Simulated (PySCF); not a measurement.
## C4H5P: core ionisation energies

C4H5P.
Geometry (GFN2-xTB, Å), atoms numbered from 1 in this order:
```xyz
10
C4H5P angstrom
C     -1.575   -0.018    0.046
C     -0.139   -0.402    0.081
C      0.876    0.446   -0.125
C      2.216    0.070   -0.080
P      3.719   -0.345   -0.020
H     -1.697    1.040   -0.176
H     -2.102   -0.602   -0.709
H     -2.043   -0.234    1.007
H      0.074   -1.442    0.293
H      0.679    1.492   -0.339
```

Method: delta-SCF UKS SCAN, pcX-2 on the ionised atom, pcseg-1 elsewhere, spin-free X2C (PySCF 2.14.0). Each binding energy is the total energy of the core-ionised species, with the hole localised on one atom, minus that of the ground state; both are solved self-consistently, so orbital relaxation is included.

Problem. List the computed XPS lines with their assignment.

Solution. 
```json
{"atom(s)": "P5", "bonded to": "C (triple bond)", "level": "P 2p3/2", "binding energy (eV)": "135.80", "2p1/2 (eV)": "136.69", "above the level's lowest (eV)": "0.00", "count": "1"}
{"atom(s)": "C2", "bonded to": "C (double bond), C and H", "level": "C 1s", "binding energy (eV)": "290.39", "2p1/2 (eV)": "–", "above the level's lowest (eV)": "0.00", "count": "1"}
{"atom(s)": "C3", "bonded to": "C (double bond), C and H", "level": "C 1s", "binding energy (eV)": "290.83", "2p1/2 (eV)": "–", "above the level's lowest (eV)": "+0.44", "count": "1"}
{"atom(s)": "C1", "bonded to": "C and 3 H", "level": "C 1s", "binding energy (eV)": "290.98", "2p1/2 (eV)": "–", "above the level's lowest (eV)": "+0.59", "count": "1"}
{"atom(s)": "P5", "bonded to": "C (triple bond)", "level": "P 1s", "binding energy (eV)": "2149.28", "2p1/2 (eV)": "–", "above the level's lowest (eV)": "0.00", "count": "1"}
```

Lowest listed C 1s: C2, bonded to C (double bond), C and H. Highest, 0.59 eV above it: C1, bonded to C and 3 H. The widest gap between neighbouring values is 0.44 eV, between 290.39 and 290.83 eV.

Problem. Give the binding energy of P 1s of P5 in hartree and in kJ/mol.

Solution. 2149.28 eV = 78.9846 Eh = 207374 kJ/mol.

The list is incomplete; no value stands for C 1s of C4 (hole states with ⟨S²⟩ of 1 or more are left out). Spin contamination (⟨S²⟩ against 0.75 for a pure doublet) is marked for C 1s of C2 (0.87) and C 1s of C3 (0.87), which makes these values less certain. The 2p values add to the ΔSCF energy of one spin-free hole a correction within the shell (spin–orbit coupling, ligand field). 2p1/2 minus 2p3/2 (ligand field included): P 0.89 eV. Geometry: GFN2-xTB; no solvent, vibrations or thermal averaging.

Time: 38 s. Hardware: an Arm Neoverse V2 with one thread, shared host.
